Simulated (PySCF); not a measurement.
# Stretching LiB

Set-up: basis Li def2-TZVP, B def2-TZVP; no relativity; PySCF 2.14. Energies in eV from Li + B in their ground configurations at the same level. All curves are PBE0. state 1: ³Π (triplet), unpaired electrons σ ↑, π ↑; state 2: Ms = 0 determinant of mixed spin (⟨S²⟩ near 1.0), unpaired electrons σ ↑, π ↓, a second solution, started from another occupation; state 3: ³Σ⁻ (triplet), unpaired electrons π ↑↑, a second solution, started from another occupation; state 4: ¹Σ⁺ (singlet), closed shell, a second solution, started from another occupation.

```json
{"R (Å)": "1.835", "state 1": "-1.032", "state 2": "-0.750", "state 3": "-0.7881", "state 4": "0.1555"}
{"R (Å)": "1.921", "state 1": "-1.196", "state 2": "-0.916", "state 3": "-0.8328", "state 4": "-0.1747"}
{"R (Å)": "2.006", "state 1": "-1.289", "state 2": "-1.011", "state 3": "-0.8267", "state 4": "-0.4116"}
{"R (Å)": "2.070", "state 1": "-1.322", "state 2": "-1.047", "state 3": "-0.7968", "state 4": "-0.5408"}
{"R (Å)": "2.134", "state 1": "-1.331", "state 2": "-1.059", "state 3": "-0.7502", "state 4": "-0.6365"}
{"R (Å)": "2.198", "state 1": "-1.321", "state 2": "-1.052", "state 3": "-0.6906", "state 4": "-0.7045"}
{"R (Å)": "2.283", "state 1": "-1.285", "state 2": "-1.023", "state 3": "-0.5959", "state 4": "-0.7602"}
{"R (Å)": "2.390", "state 1": "-1.215", "state 2": "-0.962", "state 3": "-0.4608", "state 4": "-0.7863"}
{"R (Å)": "2.518", "state 1": "-1.108", "state 2": "-0.871", "state 3": "-0.2852", "state 4": "-0.7712"}
{"R (Å)": "2.689", "state 1": "-0.953", "state 2": "-0.742", "state 3": "-0.0435", "state 4": "-0.6992"}
```

Put a parabola through the three lowest points of the state 1 curve and estimate Re, k and ωe (reduced mass 4.285 u; 1 eV/Å² = 0.16022 mdyn/Å; ωe = 1302.8·√(k/μ) cm⁻¹).

Through R = 2.07, 2.134, 2.198 Å the second-order coefficient is 2.32 eV/Å², so Re ≈ 2.132 Å, k ≈ 0.743 mdyn/Å and ωe ≈ 543 cm⁻¹. A polynomial fit of higher order to the unrounded PBE0 energies gives Re = 2.130 Å, k = 0.756 mdyn/Å, ωe = 547 cm⁻¹; anharmonicity and rounding make the difference.

The higher-order fit for each curve: state 1: Re = 2.130 Å, ωe = 547 cm⁻¹, De = 1.33 eV; state 2: Re = 2.141 Å, ωe = 526 cm⁻¹, minimum 1.06 eV below the ground-state fragments; state 3: Re = 1.951 Å, ωe = 629 cm⁻¹, minimum 0.84 eV below the ground-state fragments; state 4: Re = 2.409 Å, ωe = 432 cm⁻¹, minimum 0.79 eV below the ground-state fragments.

The state was picked by a PBE0 search and need not be the measured ground state.
